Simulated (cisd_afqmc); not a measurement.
Input (AFQMC/CISD/cc-pVDZ; cisd_afqmc is a phaseless AFQMC code with CISD trial states that reads the integrals written by Ansatz):

Ansatz 0.2 input:
```python
import cisd_afqmc

open("ham.yaml", "w").write("""\
crystal:
  periodic: [false, false, false]
  atoms:
    - {symbol: C, position_ang: [1.04927885, -0.58527834, 0.04637878]}
    - {symbol: C, position_ang: [-0.00995392, 0.50709806, 0.03465196]}
    - {symbol: O, position_ang: [-1.29849738, 0.08458737, -0.10215282]}
    - {symbol: H, position_ang: [0.03307897, 1.12810814, 0.95086167]}
    - {symbol: H, position_ang: [0.17606814, 1.24831543, -0.76718230]}
    - {symbol: H, position_ang: [2.04743003, -0.15600391, 0.15948807]}
    - {symbol: H, position_ang: [0.87458400, -1.27550716, 0.87275301]}
    - {symbol: H, position_ang: [1.02086827, -1.15252975, -0.88488227]}
basis:
  gaussian:
    orbitals: cc-pVDZ
magnetization: {spin_polarized: true, initial_magnetization: 1}
correlation: {method: ccsd, electrons: outside_noble_gas, hamiltonian_folder: ham}
""")
rep = cisd_afqmc.ansatz("ham.yaml")
e_ccsd = rep["correlation"]["coupled_cluster"]["energy"]["hartree"]
out = cisd_afqmc.run("ham", e_ccsd, trial="CISD", walkers=100, populations=8, threads=8, dt=0.005, steps=40, early=24, settle=10, least=32,
    cut=5e-5, rank_cut=2e-4, target=0.0004, seconds=1500, seed=1, memory=17280, gpu=False)
```

Output:

```
orbitals 64, occupied [10, 9], factors 373 of 603, rank of the doubles 441 of 1035
E(HF) = -153.471908
E(CCSD) on the cut factors = -153.945731, shift to the whole factors -0.000017
Energy of the trial state on the determinant = -153.945709
  tau behind 7.2 of longer steps, mean of the populations' last blocks
   2.0  -153.95863
   4.0  -153.95875
   6.0  -153.95958
   8.0  -153.95919
  10.0  -153.95770
  12.0  -153.95817
  14.0  -153.95932
  16.0  -153.95961
  18.0  -153.95814
  20.0  -153.95733
blocks 772 (1 outliers left out), error by blocks joined: 1: 0.00021, 2: 0.00026, 4: 0.00031, 8: 0.00036, 16: 0.00040
E(AFQMC/CISD) = -153.95851 +/- 0.00040
```
